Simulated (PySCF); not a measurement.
C4H7ClO.
Structure used (PBE0-D3(BJ)/def2-SVP), in Å, numbered top down from 1:
```xyz
13
C4H7ClO angstrom
C      1.8315    0.0428    0.0247
C      0.4489   -0.4145   -0.4097
C     -0.6574    0.3115    0.3372
C     -2.0362   -0.1163   -0.0676
O     -2.3334   -0.9324   -0.8695
Cl    -3.3043    0.7836    0.8348
H      1.9738    1.1208   -0.1533
H      1.9975   -0.1388    1.0986
H      2.6188   -0.4911   -0.5275
H      0.3154   -0.2563   -1.4921
H      0.3365   -1.4993   -0.2524
H     -0.6031    1.4048    0.1954
H     -0.5822    0.1655    1.4289
```

Linear response at PBE0/def2-SVPD (PySCF, frozen core in the response, non-relativistic).

Static isotropic polarisability: 67.86 au (10.06 Å³), principal values 52.6, 66.1, 84.9 au.

(1) What is the polarisability at 1064 nm and at the sodium D line?

(2) What is the isotropic C6 coefficient between two such molecules, C6 = (3/π)∫α(iω)² dω?

(3) Which effective excitation energy ω̄ makes London's formula C6 = (3/4)α²ω̄ exact here?

(4) What molar refraction at the D line follows from R = (4π/3)·N_A·α′, with α′ the polarisability volume?

(5) How anisotropic is the static polarisability, by Δα² = ½[(α1 − α2)² + (α2 − α3)² + (α3 − α1)²]?

(6) What n − 1 at the D line would an ideal gas of it have at 273.15 K and 1 atm (2.6868 × 10¹⁹ cm⁻³), by n − 1 = 2π·N·α′?

(7) How many electrons N does the Slater–Kirkwood formula C6 = (3/4)·√N·α^(3/2) need to give this C6?

(8) What three-body coefficient follows from the one-pole estimate C9 = (3/4)·α·C6?

(9) The lowest 6 singlets have (eV, f): 5.26, 0.000; 6.41, 0.000; 6.85, 0.009; 7.60, 0.030; 7.91, 0.002; 7.92, 0.042. What share of the static polarisability do they carry in the sum over states α = Σ f/ω²?

Results:

(1) 68.37 au at 1064 nm (+0.7 %), 69.55 au at 589.3 nm (+2.5 %). The rise at 589.3 nm is 3.34 times that at 1064 nm; a pure ω² law gives 3.26. The lowest singlet lies at 236 nm, shorter than both wavelengths.

(2) 1984 au (Eh·bohr⁶) by a ten-point quadrature over imaginary frequencies, which is 1190 eV·Å⁶ or 114 J·nm⁶/mol.

(3) ω̄ = 4·C6/(3α²) = 0.575 Eh = 15.6 eV. A one-pole form α(ω) = α/(1 − ω²/ω̄²) fitted to the 1064 nm value gives 13.6 eV.

(4) α′ = 10.31 Å³ gives R = 26.00 cm³/mol, for isolated, non-vibrating species.

(5) Δα = 28.2 au, or 0.41 of the isotropic value.

(6) 17.40 × 10⁻⁴, a formal value whether or not that pressure can be reached.

(7) N = (4·C6/3)²/α³ = 22.4; the species has 56 electrons in all.

(8) 101000 au. This is an estimate from the two numbers above, not a computed integral.

(9) 1.05 au, 1.5 % of α; the largest term, 0.49 au, is that of the state at 7.92 eV. Their oscillator strengths add up to 0.08. Higher states carry the rest.

Time: 28 s wall (with the writing of density and orbital grids); peak memory 0.88 GiB. Hardware: an Arm Neoverse V1 with one thread, on a shared host. This is the whole response run at PBE0/def2-SVPD, SCF included.

One conformer stands for the species.
